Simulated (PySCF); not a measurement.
PySCF input for C3H6, SMILES C(=C)C, ωB97X-D3(BJ)/def2-TZVP. 

```python
import numpy as np
from pyscf import gto, scf, dft
from pyscf.geomopt import geometric_solver

mol = gto.M(
    atom='''
    C    -0.16664291   -1.22273989   -0.00000000
    C     0.45606091    0.13294337    0.00000000
    C    -0.21757835    1.26734606   -0.00000000
    H     0.15177434   -1.78271967    0.87912072
    H     0.15177435   -1.78271966   -0.87912072
    H    -1.25162921   -1.15387946   -0.00000000
    H     1.53886170    0.14350670    0.00000000
    H    -1.29548908    1.28509057    0.00000000
    H     0.27367001    2.22542430    0.00000000
    ''',
    basis='def2-TZVP',
    charge=0,
    spin=0,
    max_memory=1600,
    verbose=3,
)
mf = dft.RKS(mol, xc='wb97x-d3bj').density_fit(auxbasis='def2-universal-jkfit')
mf.grids.level = 3
mf.conv_tol = 1e-9
mf.max_cycle = 100
mf.kernel()
grad = mf.nuc_grad_method()
grad.grid_response = mol.nao <= 150
conv, mol_eq = geometric_solver.kernel(grad, convergence_set='GAU_TIGHT', maxsteps=100)
print(mol_eq.tostring(format='xyz'))
mf.reset(mol_eq)
mf.kernel()
```

Output:

```
converged SCF energy = -118.014243001515
[banner and settings of the optimiser left out]
Geometry optimization cycle 1
Cartesian coordinates (Angstrom)
 Atom        New coordinates             dX        dY        dZ
   C  -0.166643  -1.222740   0.000000    0.000000  0.000000  0.000000
   C   0.456061   0.132943   0.000000   -0.000000  0.000000  0.000000
   C  -0.217578   1.267346   0.000000    0.000000  0.000000  0.000000
   H   0.151774  -1.782720   0.879121    0.000000  0.000000  0.000000
   H   0.151774  -1.782720  -0.879121    0.000000  0.000000  0.000000
   H  -1.251629  -1.153879   0.000000    0.000000  0.000000  0.000000
   H   1.538862   0.143507   0.000000    0.000000  0.000000  0.000000
   H  -1.295489   1.285091   0.000000    0.000000  0.000000  0.000000
   H   0.273670   2.225424   0.000000   -0.000000  0.000000  0.000000

WARN: Mole.unit (angstrom) is changed to Bohr

converged SCF energy = -118.01424300152
--------------- DFRKS_Scanner gradients ---------------
         x                y                z
0 C    -0.0002377697    -0.0002739162     0.0000000006
1 C    -0.0012419678     0.0040067706    -0.0000000007
2 C     0.0002319847    -0.0041717590     0.0000000014
3 H    -0.0001298845     0.0027926923    -0.0019035062
4 H    -0.0001298827     0.0027926950     0.0019035082
5 H     0.0032492850     0.0008745796     0.0000000003
6 H    -0.0041150175    -0.0024489083     0.0000000002
7 H     0.0060907793     0.0010739320    -0.0000000001
8 H    -0.0037175318    -0.0046460881     0.0000000001
----------------------------------------------
cycle 1: E = -118.014243002  dE = -118.014  norm(grad) = 0.0128831
Step    0 : Gradient = 4.294e-03/6.185e-03 (rms/max) Energy = -118.0142430015
Hessian Eigenvalues: 2.30000e-02 2.30000e-02 2.54121e-02 ... 3.62301e-01 3.63985e-01 6.20960e-01

Geometry optimization cycle 2
Cartesian coordinates (Angstrom)
 Atom        New coordinates             dX        dY        dZ
   C  -0.166574  -1.234458  -0.000000    0.000069 -0.011719 -0.000000
   C   0.447286   0.137066  -0.000000   -0.008775  0.004123 -0.000000
   C  -0.214811   1.286108  -0.000000    0.002767  0.018762 -0.000000
   H   0.152362  -1.802401   0.879503    0.000588 -0.019681  0.000382
   H   0.152362  -1.802401  -0.879503    0.000588 -0.019681 -0.000382
   H  -1.257259  -1.181533  -0.000000   -0.005630 -0.027654 -0.000000
   H   1.535981   0.162627  -0.000000   -0.002881  0.019120 -0.000000
   H  -1.301619   1.302171  -0.000000   -0.006130  0.017080 -0.000000
   H   0.293075   2.245073  -0.000000    0.019405  0.019649 -0.000000
converged SCF energy = -118.014538399272
--------------- DFRKS_Scanner gradients ---------------
         x                y                z
0 C     0.0007427142    -0.0023553807    -0.0000000057
1 C    -0.0030732848     0.0009670129     0.0000000020
2 C     0.0026689961     0.0018276242     0.0000000003
3 H     0.0000034398    -0.0002414776    -0.0000221151
4 H     0.0000034393    -0.0002414796     0.0000221134
5 H     0.0002068140     0.0000143839     0.0000000004
6 H    -0.0002244339    -0.0002871156     0.0000000000
7 H     0.0000247030    -0.0006607453     0.0000000004
8 H    -0.0003524030     0.0009771900     0.0000000004
----------------------------------------------
cycle 2: E = -118.014538399  dE = -0.000295398  norm(grad) = 0.00536219
Step    1 : Displace = 2.008e-02/2.824e-02 (rms/max) Trust = 1.000e-01 (=) Grad = 1.787e-03/3.235e-03 (rms/max) E (change) = -118.0145383993 (-2.954e-04) Quality = 0.743
Hessian Eigenvalues: 2.30000e-02 2.30000e-02 2.54121e-02 ... 3.62216e-01 4.25558e-01 6.31024e-01

Geometry optimization cycle 3
Cartesian coordinates (Angstrom)
 Atom        New coordinates             dX        dY        dZ
   C  -0.167419  -1.223812   0.000000   -0.000845  0.010646  0.000000
   C   0.472815   0.136016  -0.000000    0.025530 -0.001050  0.000000
   C  -0.219083   1.269156  -0.000000   -0.004272 -0.016952 -0.000000
   H   0.139613  -1.799901   0.879949   -0.012749  0.002499  0.000445
   H   0.139613  -1.799901  -0.879948   -0.012749  0.002499 -0.000445
   H  -1.258688  -1.152050   0.000000   -0.001429  0.029483  0.000000
   H   1.563311   0.171547  -0.000000    0.027330  0.008919  0.000000
   H  -1.308633   1.276204  -0.000000   -0.007014 -0.025967 -0.000000
   H   0.279275   2.234994  -0.000000   -0.013801 -0.010079 -0.000000
converged SCF energy = -118.014486413187
--------------- DFRKS_Scanner gradients ---------------
         x                y                z
0 C    -0.0023999144     0.0013081228     0.0000000006
1 C     0.0050286703     0.0002151425    -0.0000000009
2 C    -0.0023852728    -0.0021340599    -0.0000000007
3 H     0.0001852409    -0.0003167812     0.0005449688
4 H     0.0001852413    -0.0003167829    -0.0005449698
5 H    -0.0012994619    -0.0006615519    -0.0000000003
6 H     0.0021315110     0.0002495082     0.0000000006
7 H    -0.0023589971     0.0007068149     0.0000000000
8 H     0.0009129739     0.0009495709     0.0000000009
[...]
Step    3 : Displace = 1.105e-02/1.611e-02 (rms/max) Trust = 1.070e-02 (-) Grad = 4.801e-04/9.046e-04 (rms/max) E (change) = -118.0146053060 (-1.189e-04) Quality = 0.988
Hessian Eigenvalues: 2.30000e-02 2.30000e-02 2.54121e-02 ... 3.63169e-01 5.43884e-01 6.21349e-01

Geometry optimization cycle 5
Cartesian coordinates (Angstrom)
 Atom        New coordinates             dX        dY        dZ
   C  -0.166188  -1.228367   0.000000   -0.000022  0.000233  0.000000
   C   0.457739   0.135415   0.000000   -0.001201 -0.000256  0.000000
   C  -0.217299   1.276730   0.000000    0.000956  0.000818  0.000000
   H   0.146632  -1.799516   0.879610    0.000097  0.000895  0.000041
   H   0.146632  -1.799516  -0.879610    0.000097  0.000895 -0.000041
   H  -1.256380  -1.164280   0.000000    0.000262  0.000819  0.000000
   H   1.545997   0.166988   0.000000   -0.001548 -0.001243  0.000000
   H  -1.303727   1.288080   0.000000    0.001555 -0.003065  0.000000
   H   0.287395   2.236718  -0.000000   -0.000199  0.000906  0.000000
converged SCF energy = -118.014607898624
--------------- DFRKS_Scanner gradients ---------------
         x                y                z
0 C    -0.0000850580     0.0000411378    -0.0000000001
1 C    -0.0001266849    -0.0000239809    -0.0000000008
2 C     0.0001550975     0.0000954457     0.0000000004
3 H     0.0000135198     0.0000146600    -0.0000060617
4 H     0.0000135213     0.0000146617     0.0000060602
5 H     0.0000194984     0.0000014680    -0.0000000008
6 H    -0.0000366102     0.0000060799    -0.0000000000
7 H     0.0000572769    -0.0002088162    -0.0000000006
8 H    -0.0000105493     0.0000593478    -0.0000000003
----------------------------------------------
cycle 5: E = -118.014607899  dE = -2.59265e-06  norm(grad) = 0.00033446
Step    4 : Displace = 1.568e-03/3.448e-03 (rms/max) Trust = 1.514e-02 (+) Grad = 1.115e-04/2.165e-04 (rms/max) E (change) = -118.0146078986 (-2.593e-06) Quality = 0.685
Hessian Eigenvalues: 2.30000e-02 2.30000e-02 2.54121e-02 ... 3.66414e-01 5.09184e-01 6.24660e-01

Geometry optimization cycle 6
Cartesian coordinates (Angstrom)
 Atom        New coordinates             dX        dY        dZ
   C  -0.165785  -1.229185   0.000000    0.000403 -0.000819  0.000000
   C   0.456524   0.135250   0.000000   -0.001215 -0.000164  0.000000
   C  -0.218097   1.276920   0.000000   -0.000798  0.000190  0.000000
   H   0.147524  -1.800002   0.879627    0.000892 -0.000486  0.000016
   H   0.147524  -1.800002  -0.879626    0.000892 -0.000486 -0.000016
   H  -1.256036  -1.166105   0.000000    0.000344 -0.001825  0.000000
   H   1.544774   0.167220   0.000000   -0.001223  0.000232  0.000000
   H  -1.304463   1.292543   0.000000   -0.000735  0.004463  0.000000
   H   0.288834   2.235612  -0.000000    0.001440 -0.001105  0.000000
converged SCF energy = -118.014608381237
--------------- DFRKS_Scanner gradients ---------------
         x                y                z
0 C     0.0000977658    -0.0000257225    -0.0000000010
1 C    -0.0000701583    -0.0000276208    -0.0000000016
2 C    -0.0000234799     0.0000156016    -0.0000000006
3 H    -0.0000015323     0.0000071943    -0.0000137655
4 H    -0.0000015328     0.0000071958     0.0000137640
5 H     0.0000350849     0.0000329106    -0.0000000015
6 H    -0.0000414799    -0.0000332744    -0.0000000010
7 H     0.0000434113     0.0000816436    -0.0000000004
8 H    -0.0000380708    -0.0000579473    -0.0000000001
----------------------------------------------
cycle 6: E = -118.014608381  dE = -4.82613e-07  norm(grad) = 0.000188908
Step    5 : Displace = 1.938e-03/4.506e-03 (rms/max) Trust = 1.514e-02 (=) Grad = 6.297e-05/1.011e-04 (rms/max) E (change) = -118.0146083812 (-4.826e-07) Quality = 0.505
Hessian Eigenvalues: 2.30000e-02 2.30000e-02 2.54121e-02 ... 3.83658e-01 5.10022e-01 6.30622e-01

Geometry optimization cycle 7
Cartesian coordinates (Angstrom)
 Atom        New coordinates             dX        dY        dZ
   C  -0.165969  -1.228886   0.000000   -0.000184  0.000299  0.000000
   C   0.457169   0.135341   0.000000    0.000644  0.000091  0.000000
   C  -0.217841   1.276771   0.000000    0.000256 -0.000150  0.000000
   H   0.147065  -1.799922   0.879626   -0.000459  0.000080 -0.000001
   H   0.147065  -1.799923  -0.879626   -0.000459  0.000080  0.000001
   H  -1.256242  -1.165466   0.000000   -0.000206  0.000639  0.000000
   H   1.545469   0.167365   0.000000    0.000695  0.000145  0.000000
   H  -1.304302   1.291031   0.000000    0.000160 -0.001512  0.000000
   H   0.288386   2.235943  -0.000000   -0.000448  0.000330  0.000000
converged SCF energy = -118.014608580157
--------------- DFRKS_Scanner gradients ---------------
         x                y                z
0 C    -0.0000122796     0.0000000171     0.0000000006
1 C     0.0000104938     0.0000131708     0.0000000017
2 C     0.0000027224    -0.0000141087     0.0000000020
3 H     0.0000022412    -0.0000030209     0.0000012389
4 H     0.0000022425    -0.0000030232    -0.0000012416
5 H    -0.0000031715    -0.0000038886    -0.0000000004
6 H     0.0000066191     0.0000009542     0.0000000008
7 H    -0.0000093550     0.0000041204    -0.0000000007
8 H     0.0000004850     0.0000057594    -0.0000000005
----------------------------------------------
cycle 7: E = -118.01460858  dE = -1.9892e-07  norm(grad) = 2.96655e-05
Step    6 : Displace = 7.181e-04/1.536e-03 (rms/max) Trust = 1.514e-02 (=) Grad = 9.888e-06/1.684e-05 (rms/max) E (change) = -118.0146085802 (-1.989e-07) Quality = 0.967
Hessian Eigenvalues: 2.30000e-02 2.30000e-02 2.54121e-02 ... 3.78887e-01 5.20464e-01 6.31160e-01

Geometry optimization cycle 8
Cartesian coordinates (Angstrom)
 Atom        New coordinates             dX        dY        dZ
   C  -0.165979  -1.228885   0.000000   -0.000010  0.000002  0.000000
   C   0.457146   0.135322   0.000000   -0.000023 -0.000019 -0.000000
   C  -0.217815   1.276781   0.000000    0.000026  0.000010 -0.000000
   H   0.147039  -1.799911   0.879631   -0.000026  0.000011  0.000005
   H   0.147039  -1.799911  -0.879631   -0.000026  0.000011 -0.000005
   H  -1.256246  -1.165426   0.000000   -0.000004  0.000040  0.000000
   H   1.545438   0.167319   0.000000   -0.000031 -0.000046 -0.000000
   H  -1.304264   1.291039   0.000000    0.000039  0.000009 -0.000000
   H   0.288441   2.235927  -0.000000    0.000055 -0.000016 -0.000000
converged SCF energy = -118.014608581504
--------------- DFRKS_Scanner gradients ---------------
         x                y                z
0 C    -0.0000005455     0.0000009917     0.0000000015
1 C    -0.0000010419     0.0000000442    -0.0000000016
2 C     0.0000021546    -0.0000017864    -0.0000000014
3 H     0.0000008739     0.0000000540    -0.0000003200
4 H     0.0000008737     0.0000000590     0.0000003224
5 H     0.0000008287     0.0000000081    -0.0000000009
6 H    -0.0000013329    -0.0000002817    -0.0000000004
7 H    -0.0000007669    -0.0000002840    -0.0000000000
8 H    -0.0000010595     0.0000012052     0.0000000012
----------------------------------------------
cycle 8: E = -118.014608582  dE = -1.34716e-09  norm(grad) = 4.21056e-06
Step    7 : Displace = 2.181e-05/3.905e-05 (rms/max) Trust = 2.141e-02 (+) Grad = 1.404e-06/2.799e-06 (rms/max) E (change) = -118.0146085815 (-1.347e-09) Quality = 1.022
Hessian Eigenvalues: 2.30000e-02 2.30000e-02 2.54121e-02 ... 3.78887e-01 5.20464e-01 6.31160e-01
Converged! =D

9
XYZ from PySCF
C          -0.16597919       -1.22888481        0.00000028
C           0.45714569        0.13532198        0.00000012
C          -0.21781493        1.27678107        0.00000003
H           0.14703938       -1.79991107        0.87963135
H           0.14703933       -1.79991121       -0.87963071
H          -1.25624627       -1.16542578        0.00000028
H           1.54543831        0.16731857        0.00000008
H          -1.30426372        1.29103939        0.00000006
H           0.28844136        2.23592682       -0.00000006
converged SCF energy = -118.014608581514
```

The calculation finished and met its thresholds.
